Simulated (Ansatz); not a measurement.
## Basis-set limit of C2H, doublet

```xyz
3

C    -1.2523   -1.3530   -0.2545
C    -0.4369   -0.4711   -0.0911
H    -1.9763   -2.1359   -0.3999
```

Connectivity, by distances: CH–C.

Ansatz 0.2.0, UHF determinant, valence electrons correlated. Energies in eV.

| set | X | functions | Hartree–Fock | MP2 correlation | CCSD(T) correlation | time |
| --- | --- | --- | --- | --- | --- | --- |
| def2-TZVPP | 3 | 76 | -2072.9559 | -6.5138 | -7.8713 | 3.8 s on 1 × NVIDIA H100 80GB HBM3 with 2 threads of AMD EPYC 7R13 Processor (Zen 3) (shared host) |
| def2-QZVPP | 4 | 144 | -2073.0384 | -6.9721 | -8.2885 | 7 s on 1 × NVIDIA H100 80GB HBM3 with 2 threads of AMD EPYC 7R13 Processor (Zen 3) (shared host) |

Hartree–Fock is taken to follow E(X) = E∞ + A·exp(−7.88·√X), correlation E(X) = E∞ + B·X^−2.97.

Cautions: ⟨S²⟩ of the determinant is 1.15 against 0.75, spin contaminated.

Work out the CCSD(T) energy at the limit, and how far the shortcut misses it that extrapolates MP2 and adds CCSD(T) minus MP2 from the smaller set.

Hartree–Fock: E∞ = E4 + 0.1377·(E4 − E3) = -2073.0497. Correlation: E∞ = E4 + 0.7407·(E4 − E3) = -8.5976 for CCSD(T) and -7.3116 for MP2. The limit is -2081.6473 eV, 0.320 eV below def2-QZVPP. The shortcut gives a correlation energy of -7.3116 + (-1.3575) = -8.6692, 72 meV lower than the direct value.
